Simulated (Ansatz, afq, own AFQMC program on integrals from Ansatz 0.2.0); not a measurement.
# Ta, sextet in def2-SVP, levels against full CI

A free Ta atom.

Basis def2-SVP with its core potentials. Only valence electrons are correlated. Ansatz 0.2.0 and our own AFQMC program on the same integrals; the CISD trial comes from CCSD amplitudes, and released means the phaseless constraint is let go. Uncertainties: one standard error, sampling alone. No spin–orbit coupling. The metal's outer-core s and p shells are frozen, which shifts wave-function levels against functionals.

Determinant: UHF, the one that the program's search chose, which needn't be the lowest solution.

Full CI on the same integrals is exact in this basis and with this determinant's frozen core.

Cautions: no spin-orbit coupling; outer-core shells of the metal frozen; another spin lies lower (by 858 meV).

- T1 diagnostic: 0.0076
- weight of the determinant in the CISD state: 0.968
- ⟨S²⟩ of the determinant: 8.755
- size of the correlated space: 5 electrons in 28 orbitals

Reference: full CI, correlation energy -1.197 eV. The released energy is read at 1.20 1/Eh, later times being too noisy (meV from the phaseless value at times in 1/Eh: -4 ± 4 at 0.60, -4 ± 7 at 1.20, -19 ± 14 at 2.00, -1140 ± 1140 at 3.00, -4 ± 13 at 4.20).

```
         level  E − E(reference) (kcal/mol)  share of correlation (%)
            HF                        27.61                      0.00
           MP2                         5.37                     80.54
          CCSD                         0.48                     98.26
       CCSD(T)                         0.13                     99.54
         CCSDT                         0.01                     99.97
      CCSDT(Q)                         0.00                    100.00
        CCSDTQ                         0.00                    100.01
 ph-AFQMC/CISD                  0.24 ± 0.01                     99.14
released AFQMC                  0.14 ± 0.17                     99.49
```

CCSDT and higher add their correlation energy to the determinant of the CCSD(T) run, since their own runs factorise the integrals more tightly (a shift of under 2 meV). Released energies are given only where the last usable release times agree within the noise; a slower fall can still hide under it.
